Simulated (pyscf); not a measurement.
Structures and frequencies: ωB97X-D3(BJ)/def2-SVP in PySCF.

For the elementary gas-phase step `[SiH4]` + `[SiH3][Se]` [doublet] -> `[SiH3][Se][SiH3]` + `[H]` [doublet] (doublet surface; H–Si broken, Se–Si formed), what barrier and reaction energy does ωB97M-D3(BJ)/def2-TZVP give, measured from the separated reactants?

ΔE‡ = 0.97 eV, ΔE = +0.71 eV. Zero-point energy shifts the barrier by -0.06 eV. It is a substitution at Si, with an imaginary mode of 565i cm⁻¹. This is the saddle that the search found; another between the same sides may lie lower. The angle at the attacked Si is 160°. Elements up to Kr have no core potential and no relativistic terms here.
